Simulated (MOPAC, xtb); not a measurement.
System: H6, lowest triplet found (which spin is the ground state isn't settled by this scan): linear chain of 6 equally spaced H atoms, symmetric stretch. Scanned: H-H spacing. Each profile is relative to its own lowest point.

```csv
r / Å,A,B,C
0.63,—,—,4.651
0.70,—,—,2.166
0.77,—,—,0.724
0.84,2.247,0.000,0.077
0.90,1.219,0.119,0.000
0.96,0.546,0.597,0.239
1.03,0.121,1.384,0.787
1.12,0.000,2.536,1.731
1.23,0.288,3.961,3.016
1.35,0.927,5.330,4.358
1.53,2.197,6.906,5.953
1.71,3.587,8.207,6.985
1.98,5.578,9.761,—
2.25,7.265,—,—
2.61,8.949,—,—
3.06,10.231,—,—
```

Energies in eV.

Task: Which curve belongs to which method? The methods are AM1, unrestricted, heats of formation (MOPAC); GFN1-xTB (xtb 6.7.1); PM3, unrestricted, heats of formation (MOPAC 23.2.5).

Result: A is GFN1-xTB; B is PM3; C is AM1.

Dashes: no converged value, or the column stops at the first point that the program doubted or that broke a chosen test of continuity, which isn't proof of a fault.
